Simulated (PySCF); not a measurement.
# Working out the electron affinity of B

B⁻ [He] 2s2 2p2 (3P) → B [He] 2s2 2p1 (2P). Calculation: PySCF 2.14, in aug-cc-pVDZ-DK (4s3p2d, 23 functions); the spin-free X2C one-electron Hamiltonian (Gaussian nucleus). Frozen: 1s2. Energies in hartree (1 hartree = 27.21139 eV):

```
            part  B⁻ (lower)   B (upper)
             UHF  -24.526216  -24.537302
CCSD correlation   -0.075258   -0.059615
             (T)   -0.002585   -0.000908
```

Q: What does Hartree-Fock give?

A: (-24.537302) − (-24.526216) = -0.011086 hartree = -0.302 eV.

Q: What do CCSD and CCSD(T) give?

A: The CCSD correlation energies differ by 0.015643 hartree = 0.426 eV and the triples by 0.001677 hartree = 0.046 eV, so CCSD gives 0.124 eV and CCSD(T) 0.170 eV.

A first-order spin-orbit estimate adds 0.000 eV to CCSD(T) (valence), giving 0.170 eV against 0.280 eV (measured; photodetachment measurements, as compiled on the Wikipedia data page of electron affinities).

A double-zeta basis recovers only part of the correlation energy.

What remains against the reference includes basis incompleteness, the frozen core and higher excitations.
